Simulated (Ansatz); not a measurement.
This geometry of ClH₃MgO (6 atoms, charge 0, multiplicity 1) is a first-order saddle point.

These are results of RKS PBE-D4/def2-SVPD in Ansatz 0.2.0, not measurements.

```xyz
6
Properties=species:S:1:pos:R:3
Mg -0.321 -0.492 -0.668
H -0.646 1.340 -0.410
Cl -0.718 -2.217 -2.028
H -0.018 1.047 0.434
O 0.536 0.114 0.972
H 1.168 0.208 1.700
```

Task: Which two structures does it join? (They come from a converged band through this point; their orientation in space is the band's.)

Result: Bonds broken: H4–O5. Bonds formed: H2–H4. ClH3MgO becomes ClHMgO + H2.

First end point:

```xyz
6
Properties=species:S:1:pos:R:3
Mg -0.658 0.166 -0.896
H -1.464 1.547 -1.488
Cl -0.043 -2.056 -0.944
H 0.838 0.786 1.570
O 0.503 0.242 0.841
H 0.823 -0.686 0.917
```

Last end point:

```xyz
6
Properties=species:S:1:pos:R:3
Mg 0.017 -0.689 -0.276
H -0.888 1.353 -0.719
Cl -0.928 -1.635 -2.063
H -0.484 1.489 -0.069
O 0.859 -0.074 1.219
H 1.423 -0.444 1.907
```

Task: How far does it lie above each of them?

Result: 0.45 eV above the first and 0.51 eV above the second. This is the barrier of this one path; another mechanism may lie lower. The orbitals stay closed-shell, which can raise the energy where a bond breaks towards radicals; this wasn't checked here.

The run took 58 s on 2 threads of Intel(R) Xeon(R) 6975P-C (Granite Rapids) (shared host), peak memory 0.18 GiB.
